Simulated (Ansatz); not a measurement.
The cluster Al₂B⁺. The state is a singlet with charge 1. Geometry r2SCAN-D4/def2-TZVP.

```xyz
3

B    -0.5259    0.1506   -0.9084
Al    0.6226   -1.2211    0.0561
Al   -0.0967    1.0705    0.8523
```

LC-ωPBE has ω = 0.4 bohr⁻¹. At HF/def2-TZVP, r2SCAN-D4/def2-TZVP the restricted singlet is unstable: a solution with broken spin symmetry lies lower. The restricted singlet is unstable towards broken spin symmetry at other levels; at PBE-D4/def2-SVP, PBE0-D4/def2-SVP, LC-ωPBE/def2-TZVP this wasn't settled. The geometry of the singlet was relaxed on an unsound state (restricted singlet, unstable towards broken spin symmetry). At PBE0-D4/def2-TZVP a triplet of charge 1 lies 0.43 eV below the restricted singlet, each at its own geometry. The structure comes from a short search, and lower isomers may exist.

(1) Estimate the orbital energies around the gap (eV) in Ansatz with HF/def2-TZVP, PBE-D4/def2-SVP, r2SCAN-D4/def2-TZVP, PBE0-D4/def2-SVP, LC-ωPBE/def2-TZVP.

## Answers

(1) 
```tsv
orbital	HF/def2-TZVP	PBE-D4/def2-SVP	r2SCAN-D4/def2-TZVP	PBE0-D4/def2-SVP	LC-ωPBE/def2-TZVP
HOMO−13	-1597.96	-1513.81	-1523.95	-1534.78	-1520.00
HOMO−12	-214.36	-184.54	-187.74	-192.17	-190.59
HOMO−11	-139.73	-113.83	-117.28	-120.62	-119.94
HOMO−10	-139.73	-113.83	-117.27	-120.62	-119.93
HOMO−9	-93.75	-75.96	-77.53	-80.70	-81.68
HOMO−8	-93.72	-75.94	-77.50	-80.68	-81.66
HOMO−7	-93.70	-75.88	-77.46	-80.63	-81.59
HOMO−6	-93.70	-75.88	-77.46	-80.63	-81.59
HOMO−5	-93.70	-75.84	-77.42	-80.60	-81.56
HOMO−4	-93.70	-75.84	-77.42	-80.60	-81.56
HOMO−3	-23.50	-17.84	-18.31	-19.51	-22.90
HOMO−2	-15.29	-13.04	-13.09	-13.83	-15.92
HOMO−1	-14.92	-12.51	-12.67	-13.30	-15.43
HOMO	-12.74	-10.23	-10.29	-11.05	-13.31
LUMO	-5.98	-10.03	-9.89	-9.23	-7.05
LUMO+1	-5.76	-9.54	-9.37	-8.80	-6.76
LUMO+2	-4.25	-8.33	-8.09	-7.49	-5.35
LUMO+3	-3.06	-6.70	-6.34	-5.96	-3.92
LUMO+4	-2.89	-6.49	-6.22	-5.71	-3.72
LUMO+5	-1.50	-5.17	-4.60	-4.27	-2.15
```
